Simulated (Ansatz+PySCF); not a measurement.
Results of a calculation; reference values are marked as such.
## Ansatz (development build ahead of 0.2.0) run

```yaml
crystal:
  periodic: [false, false, false]
  atoms:
    - { symbol: C, position_ang: [0.65087, 0.0, -0.05994] }
    - { symbol: H, position_ang: [1.12553, -0.97589, 0.13132] }
    - { symbol: H, position_ang: [1.12553, 0.97589, 0.13132] }
    - { symbol: F, position_ang: [-0.69025, 0.0, 0.00827] }
basis:
  gaussian: { orbitals: cc-pVTZ }
magnetization:
  spin_polarized: true
  initial_magnetization: 1
hamiltonian:
  xc: hf
correlation:
  method: mp2
  frozen_orbitals: { C: 1, F: 1, H: 0 }
output:
  forces: true
```

The input is written out in the form of the current development build from the run's settings.

The run gave:

```json
{"Converged": "yes", "Reference energy": "-138.45961 hartree", "Correlation energy": "-0.39843 hartree", "Total energy": "-138.85804 hartree", "Spin squared of the determinant": "0.762", "Stability test": "minimum", "Occupied orbitals by symmetry in an Abelian subgroup (alpha; beta)": "7 A' 2 A''; 6 A' 2 A''"}
```

Forces (eV/Å):
```csv
atom,Fx,Fy,Fz
C1,0.451,0.000,0.166
H2,-0.386,0.834,-0.096
H3,-0.386,-0.834,-0.096
F4,0.321,0.000,0.026
```
